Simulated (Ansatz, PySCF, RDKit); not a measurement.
Complex: C2H4 (SMILES C=C) (first 6 atoms) with CH2O (SMILES C=O); geometry from A24 set.
(charge 0, multiplicity 1):
```xyz
10

C      0.0000    -0.5980     1.4774
C      0.0000     0.4213     2.3396
H      0.9211    -1.0296     1.1065
H     -0.9211    -1.0296     1.1065
H     -0.9239     0.8512     2.7069
H      0.9239     0.8512     2.7069
O      0.0000    -0.5188    -1.8285
C      0.0000     0.6862    -1.7371
H      0.0000     1.3308    -2.6319
H      0.0000     1.1890    -0.7565
```

Interaction energies are E(AB) − E(A) − E(B) at the monomers' geometry in the complex; basis-set methods are counterpoise corrected. Rows marked so take none.

Rows in 6-31G* carry no dispersion term and start afresh at each structure (6-31G* with six Cartesian d functions).

Codes used: Ansatz (Gaussian orbitals); PySCF for 6-31G* rows, the dispersion terms; RDKit for the force fields. Values without a source in brackets are computed.

### Question
One of these levels gives -2.7 kJ/mol for the interaction energy. Which?
A) MMFF94
B) HF/6-31G* (no counterpoise)
C) BLYP/def2-TZVPPD
D) revPBE-D4/def2-TZVPPD

### Answer
A, MMFF94. The others give -4.4 (HF/6-31G* (no counterpoise)), 1.2 (BLYP/def2-TZVPPD), -5.7 (revPBE-D4/def2-TZVPPD)

Ansatz is a quantum-chemistry and plane-wave program.
